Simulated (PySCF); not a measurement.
# One molecule, many functionals

Compound: diaminoborane, BH₅N₂.
Numbering: `[NH2:1][BH:2][NH2:3]` (hydrogens: H4, H5 on N1; H6 on B2; H7, H8 on N3)

Cartesian coordinates in Å at the PBE0-D3(BJ)/def2-SVP level; atoms count from 1:
```xyz
8
BH5N2 angstrom
N      1.2342   -0.2483    0.0479
B      0.0127    0.4451    0.1883
N     -1.2382   -0.1054   -0.1651
H      1.3206   -1.1883   -0.3137
H      2.1155    0.1683    0.3060
H      0.0395    1.5731    0.6356
H     -1.3681   -1.0347   -0.5411
H     -2.0981    0.4090   -0.0516
```

Linear-response calculations in the def2-SVPD basis (PySCF; singlets by full response, triplets Tamm–Dancoff, core orbitals frozen in the response; HF means time-dependent Hartree–Fock). 'Strongest' is the level of largest summed f among the singlets computed (10 roots, of which the last may lack a degenerate partner); it can jump between rows when another state enters that window. S1 is the lowest singlet of each run and needn't be the same state throughout; f(S1) is that of one state. Geometry: PBE0-D3(BJ)/def2-SVP; no solvent, vibrations or thermal averaging.

| functional | kind | S1 (eV) | f(S1) | strongest (eV) | T1 (eV) | HOMO (eV) | gap (eV) | ionisation energy, ΔSCF (eV) |
| --- | --- | --- | --- | --- | --- | --- | --- | --- |
| LDA | LDA | 5.66 | 0.000 | 7.21 | 5.53 | -5.75 | 5.63 | 9.38 |
| PBE | GGA | 5.51 | 0.000 | 7.23 | 5.34 | -5.58 | 5.47 | 9.12 |
| B3LYP | global hybrid, 20% exact exchange | 5.92 | 0.000 | 7.60 | 5.73 | -6.73 | 6.96 | 9.30 |
| PBE0 | global hybrid, 25% exact exchange | 6.19 | 0.000 | 7.74 | 5.97 | -6.96 | 7.51 | 9.27 |
| BHandHLYP | global hybrid, 50% exact exchange | 6.54 | 0.000 | 8.18 | 6.28 | -8.27 | 9.21 | 9.29 |
| CAM-B3LYP | range-separated hybrid | 6.26 | 0.000 | 7.83 | 6.03 | -8.40 | 9.47 | 9.46 |
| LC-wPBE | range-separated hybrid | 6.89 | 0.000 | 8.11 | 6.60 | -9.79 | 11.82 | 9.63 |
| HF | Hartree–Fock | 7.31 | 0.000 | 9.13 | 6.90 | -10.37 | 12.56 | not settled |

What does wB97X-D (range-separated hybrid) give?

S1 (eV) 6.51, f(S1) 0.000, strongest (eV) 7.93, T1 (eV) 6.36, HOMO (eV) -8.89, gap (eV) 10.91, ionisation energy, ΔSCF (eV) 9.41. S1 runs from 5.51 eV (PBE) to 7.31 eV (HF), a spread of 1.80 eV, while the orbital gap spreads over 7.1 eV. Along PBE (0%), B3LYP (20%), PBE0 (25%), BHandHLYP (50%), HF (100%) S1 rises with the share of exact exchange. −ε(HOMO) comes closest to its own ΔSCF ionisation energy with LC-wPBE (+0.16 eV) and misses most with LDA (-3.63 eV). 'Not settled' means that the ion's SCF failed to converge or may have ended in another state than the lowest.
